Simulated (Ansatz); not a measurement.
Ansatz (a program for electronic structure) input (PBE0/def2-QZVP): A basis named .json is the Basis Set Exchange file of that set (core-valence sets with the plain set on hydrogen).

Ansatz 0.2 input:
```yaml
crystal:
  periodic: [false, false, false]
  atoms:
    - {symbol: C, position_ang: [0.00171763, -0.00263817, 0.32505308]}
    - {symbol: F, position_ang: [-0.01708335, 1.26042782, -0.06192073]}
    - {symbol: F, position_ang: [1.09904525, -0.61482395, -0.08303830]}
    - {symbol: F, position_ang: [-1.08310698, -0.64384509, -0.07174301]}
basis:
  gaussian:
    orbitals: def2-QZVP.json
hamiltonian:
  xc: {name: PBE0}
magnetization: {spin_polarized: true, initial_magnetization: 1}
```

Output:

```
Functional definition: PBE0
integrals: 0.09 GiB planned
728 factors; their error is unknown
mean field: 1.25 GiB planned
mean field evaluation 1: about -9179.8665 eV, gradient 2.5e1 eV
mean field evaluation 2: about -9178.6306 eV, gradient 3.3e1 eV
mean field evaluation 4: about -9181.3831 eV, gradient 6.6e-1 eV
mean field evaluation 8: about -9181.3884 eV, gradient 3.1e-1 eV
mean field evaluation 16: about -9181.3886 eV, gradient 7.6e-6 eV
mean field -9181.38857672 eV, -337.4098068258 hartree, gradient 7.7e-6 eV, S^2 0.751917; 0 other end points of the search recorded, 0 dependent functions left out
reference -9181.38859610 eV, -337.4098075378 hartree; 17, 16 occupied and 211, 212 virtual orbitals, 728 factors
Total energy: -9181.38859610 eV, -337.4098075378 hartree
```
